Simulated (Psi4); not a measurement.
Process, species as SMILES: OO (H2O2) → O[O-] + H+
B3LYP-D3(BJ)/def2-TZVP geometries, fixed; electronic energies without zero-point terms.
Largest species:
```xyz
4

O      0.0155     0.7238    -0.0702
O     -0.0112    -0.7261    -0.0419
H      0.8057     0.8967     0.4614
H     -0.8394    -0.8786     0.4355
```

Basis-set convergence of the deprotonation energy at MP2 with Psi4. All functions are spherical. Density fitting with the program's default auxiliary sets. Cores are frozen. Psi4's default fitting sets serve the pcseg sets less well. No added dispersion term, no relativity. Functions are those of the species that has most. Reference: Hartree-Fock in aug-cc-pVQZ plus the correlation part extrapolated as X^-3 from aug-cc-pVTZ and aug-cc-pVQZ, 382.33 kcal/mol, itself unsure by roughly 0.22 kcal/mol (a third of the extrapolation step and of the last Hartree-Fock step). Deviations are taken from unrounded values.

```csv
basis,functions,deprotonation energy (kcal/mol),minus reference (kcal/mol)
3-21G,22,420.05,37.72
pcseg-1,38,397.72,15.39
def2-SVPD,62,381.05,-1.28
def2-TZVP,74,390.34,8.01
def2-TZVPP,90,392.83,10.50
def2-TZVPPD,114,383.33,1.00
aug-pcseg-2,138,382.75,0.43
def2-QZVPP,174,387.15,4.83
aug-cc-pVQZ,252,382.51,0.18
```

The smallest set listed that lies within 2 kcal/mol of the reference with all its larger relatives (same family, alike in diffuse functions; a set with none counts only in the reference's own line) is def2-SVPD (62 functions, -1.28 kcal/mol off). (Relatives not listed, tested too: def2-TZVPD -1.25, def2-QZVPPD 1.09, aug-pcseg-3 0.94 kcal/mol.)
